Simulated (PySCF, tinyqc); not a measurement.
Inside a calculation. Method: CID on RHF in the sto-6g basis, for HF, spin multiplicity 1. The lowest restricted solution is unstable here: a spin-polarised one lies 0.0436 hartree lower (PySCF). One step of it, computed by the program tinyqc.

Task: CID: roots. Diagonalise (each vector has its largest component positive (the first on a tie)); all determinants have Ms = 0, so triplets appear too. The lowest singlet root is the correlation energy.

Occupation strings over the orbitals (2 doubly, a alpha, b beta, 0 empty; spin orbitals ordered 1a 1b 2a 2b ...): 222220 222202 2a22b2 a222b2 222022 220222 2b22a2 202222 ab2222 b222a2 ba2222 022222

H - E(HF) between determinants (hartree):
```
           222220     222202     2a22b2     a222b2     222022     220222     2b22a2     202222
222220   0.000000   0.257459  -0.025404   0.003393   0.027615   0.027615   0.025404   0.090635
222202   0.257459   0.641756   0.049748   0.019602   0.031679   0.031679  -0.049748   0.121928
2a22b2  -0.025404   0.049748   1.504198   0.028117   0.019867   0.019867  -0.121928   0.087034
a222b2   0.003393   0.019602   0.028117  26.087695   0.004866   0.004866  -0.020534  -0.003672
222022   0.027615   0.031679   0.019867   0.004866   0.722857   0.053789  -0.019867   0.192360
220222   0.027615   0.031679   0.019867   0.004866   0.053789   0.722857  -0.019867   0.192360
2b22a2   0.025404  -0.049748  -0.121928  -0.020534  -0.019867  -0.019867   1.504198  -0.087034
202222   0.090635   0.121928   0.087034  -0.003672   0.192360   0.192360  -0.087034   2.571252
ab2222  -0.019515  -0.020534   0.003672  -0.139072  -0.040375  -0.040375   0.014227  -0.010666
b222a2  -0.003393  -0.019602  -0.020534  -0.016406  -0.004866  -0.004866   0.028117   0.003672
ba2222   0.019515   0.020534   0.014227   0.011525   0.040375   0.040375   0.003672   0.010666
022222   0.018162   0.016406   0.011525  -0.053719   0.030339   0.030339  -0.011525   0.087318

           ab2222     b222a2     ba2222     022222
222220  -0.019515  -0.003393   0.019515   0.018162
222202  -0.020534  -0.019602   0.020534   0.016406
2a22b2   0.003672  -0.020534   0.014227   0.011525
a222b2  -0.139072  -0.016406   0.011525  -0.053719
222022  -0.040375  -0.004866   0.040375   0.030339
220222  -0.040375  -0.004866   0.040375   0.030339
2b22a2   0.014227   0.028117   0.003672  -0.011525
202222  -0.010666   0.003672   0.010666   0.087318
ab2222  27.347612   0.011525  -0.087318   0.504384
b222a2   0.011525  26.087695  -0.139072   0.053719
ba2222  -0.087318  -0.139072  27.347612  -0.504384
022222   0.504384   0.053719  -0.504384  55.862675
```

Give: lowest roots of this matrix, relative to E(HF); lowest vectors; <S^2> of these roots; weight of the ground state by excitation level 0, 1, 2, ....

Result:

lowest roots of this matrix, relative to E(HF) (hartree): [-0.0937, 0.6691, 0.6936, 0.7601, 1.3823, 1.6140, 2.6412, 26.0578]

lowest vectors, order 222220, 222202, 2a22b2, a222b2, 222022, 220222, 2b22a2, 202222, ab2222, b222a2, ba2222, 022222:
$$\begin{pmatrix}
0.9431 & 0.0000 & 0.2507 & 0.2133 \\
-0.3294 & 0.0000 & 0.7537 & 0.5619 \\
0.0246 & 0.0000 & -0.0177 & -0.0350 \\
0.0001 & 0.0000 & -0.0004 & -0.0006 \\
-0.0154 & 0.7071 & -0.4288 & 0.5522 \\
-0.0154 & -0.7071 & -0.4288 & 0.5522 \\
-0.0246 & 0.0000 & 0.0177 & 0.0350 \\
-0.0164 & 0.0000 & 0.0284 & -0.1624 \\
0.0004 & 0.0000 & -0.0005 & 0.0022 \\
-0.0001 & 0.0000 & 0.0004 & 0.0006 \\
-0.0004 & 0.0000 & 0.0005 & -0.0022 \\
-0.0002 & 0.0000 & 0.0001 & -0.0006
\end{pmatrix}$$

<S^2> of these roots: [0.0000, 0.0000, 0.0000, 0.0000, 2.0000, 0.0000, 0.0000, 2.0000]

weight of the ground state by excitation level 0, 1, 2, ...: [0.8895, 0.0000, 0.1105]

The reference has a weight of only 0.89: one determinant is a poor start here.
